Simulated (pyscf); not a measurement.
`[F][SiH2][O][SiH3]` + `[FH]` → `[F][SiH]([F])[O][SiH3]` + `[H][H]` (four-centre exchange; singlet surface; H–Si, F–H broken, F–Si, H–H formed). Optimised with ωB97X-D3(BJ)/def2-SVP in PySCF. Energies in kJ/mol from the separated reactants.

| level | barrier | reaction energy |
|---|---|---|
| ωB97X-D3(BJ)/def2-TZVP | ? | ? |
| PBE/def2-TZVP | 79.6 | -142.1 |
| r²SCAN/def2-TZVP | 82.9 | -155.7 |
| PBE0-D3(BJ)/def2-TZVP | ? | -139.8 |
| M06-2X/def2-TZVP | 107.5 | -156.5 |
| HF/def2-TZVP | 187.1 | -143.6 |

Task: What belongs in the gaps?

Result: 
- ωB97X-D3(BJ)/def2-TZVP, barrier: 103.3
- ωB97X-D3(BJ)/def2-TZVP, reaction energy: -145.7
- PBE0-D3(BJ)/def2-TZVP, barrier: 95.2

The functionals in the table span 27.9 kJ/mol in this barrier, from PBE to M06-2X. The same reactants have a lower exit, to F–SiH₂–F + HO–SiH₃ (barrier +53.8 kJ/mol at ωB97M-D3(BJ)/def2-TZVP, against +101.9 kJ/mol here). One saddle was located; it need not be the lowest between these sides.
